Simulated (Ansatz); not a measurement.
Rutile MnO2 was calculated with LDA (plane waves, PAW; Ansatz, a quantum-chemistry and plane-wave program).

Run with plane-wave cutoff 520 eV, 8×8×12 k mesh (along the axes of the cell as run), Fermi–Dirac smearing 0.01 eV, spin-polarised with opposed moments, scalar-relativistic PAW data made under PBE.

The cell is scaled about its equilibrium volume:

Shape and atoms are relaxed at each volume.

```tsv
V (Å³/atom)	P (GPa)	c (Å)	a (Å)
8.341	12.29	2.751	4.265
8.515	5.78	2.767	4.297
8.689	0.00	2.783	4.328
8.863	-5.23	2.798	4.360
9.036	-9.85	2.813	4.390
```

Note: the gap of the solid is closed in this run; the collinear magnetic order is the start's and need not be the measured one; this level leaves the solid without a gap, although one is measured; the bulk modulus comes from volumes at which shape and atoms were relaxed.
